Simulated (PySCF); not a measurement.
Compound: disulfur monoxide, S₂O.
Z-matrix (Å and degrees, PBE0-D3(BJ)/def2-SVP geometry), rows numbered from 1:
```
O 
S   1  1.4746
S   2  1.9035  1  117.82
```

Method used: PySCF 2.14.0, PBE0-D3(BJ)/def2-SVP geometry optimisation, gas phase.

Masses are those of the commonest isotopes; rigid-rotor values at the optimised geometry. 

Task: Give the principal moments of inertia and the rotational constants in cm⁻¹.

Result: Ia = 12.39, Ib = 101.70, Ic = 114.09 u·Å²; 505379 MHz·u·Å²/I gives 40779, 4970 and 4430 MHz, that is A = 1.36023, B = 0.16577, C = 0.14776 cm⁻¹.

Task: What kind of rotor is it?

Result: A near-prolate asymmetric top. Ray's parameter κ = (2B − A − C)/(A − C) = -0.970; −1 is the prolate and +1 the oblate limit.

Task: Where do the levels up to J = 3 lie, in MHz?

Result: Above 0(0,0):
J = 1: 1(0,1) 9399, 1(1,1) 45208, 1(1,0) 45748
J = 2: 2(0,2) 28192, 2(1,2) 63467, 2(1,1) 65086, 2(2,1) 172514, 2(2,0) 172520
J = 3: 3(0,3) 56365, 3(1,3) 90851, 3(1,2) 94090, 3(2,2) 200711, 3(2,1) 200741, 3(3,1) 381110, 3(3,0) 381110
The levels of one J sum to (2J + 1)J(J + 1)(A + B + C)/3.

Task: Predict some low-J microwave lines.

Result: The dipole components are |μa| = 0.65 D, |μb| = 1.45 D, |μc| = 0.00 D; the mirror of this Cs structure is the ab plane, so μc vanishes by symmetry and there are no c-type lines. The squared components, which scale the intensities, stand as 0.20 : 1.00 (a : b). Some lines, for components of 0.1 D or more:

| type | branch | J(Ka,Kc) | MHz | lower level (cm⁻¹) |
| --- | --- | --- | --- | --- |
| a | Q | 1(1,0) ← 1(1,1) | 540 | 1.508 |
| a | Q | 2(1,1) ← 2(1,2) | 1619 | 2.117 |
| b | R | 4(0,4) ← 3(1,3) | 3050 | 3.030 |
| a | Q | 3(1,2) ← 3(1,3) | 3239 | 3.030 |
| a | R | 2(0,2) ← 1(0,1) | 18792 | 0.314 |
| b | Q | 1(1,0) ← 1(0,1) | 36349 | 0.314 |
| a | R | 4(1,4) ← 3(1,3) | 36505 | 3.030 |
| b | Q | 4(1,3) ← 4(0,4) | 38853 | 3.132 |
| b | Q | 5(1,4) ← 5(0,5) | 40296 | 4.696 |
| a | R | 5(4,1) ← 4(4,0) | 47010 | 22.391 |
| b | Q | 5(2,3) ← 5(1,4) | 104425 | 6.040 |
| b | Q | 4(2,2) ← 4(1,3) | 105640 | 4.428 |
| b | Q | 2(2,0) ← 2(1,1) | 107433 | 2.171 |
| b | Q | 5(2,4) ← 5(1,5) | 112309 | 5.770 |
| b | R | 4(2,3) ← 3(1,2) | 144213 | 3.139 |
| b | Q | 3(3,0) ← 3(2,1) | 180368 | 6.696 |
| b | R | 3(3,0) ← 2(2,1) | 208596 | 5.754 |
| b | R | 4(3,2) ← 3(2,1) | 217977 | 6.696 |
| b | R | 5(3,2) ← 4(2,3) | 227433 | 7.949 |
| b | Q | 5(4,2) ← 5(3,3) | 252535 | 15.535 |
| b | Q | 4(4,1) ← 4(3,2) | 252542 | 13.967 |
| b | R | 5(4,1) ← 4(3,2) | 299551 | 13.967 |
| b | Q | 5(5,0) ← 5(4,1) | 324698 | 23.959 |
| b | R | 5(5,0) ← 4(4,1) | 371708 | 22.391 |

Task: Estimate the classical rotational partition function at 10 K, 50 K and 298.15 K.

Result: Point group Cs, symmetry number σ = 1; q = (√π/σ)·√((kT/h)³/(ABC)), k/h = 20836.6 MHz/K: 178 at 10 K, 1990 at 50 K, 29000 at 298.15 K.

PBE0-D3(BJ)/def2-SVP frequencies: not computed here. No vibrational averaging or centrifugal distortion is included, and the geometry carries the error of its method.
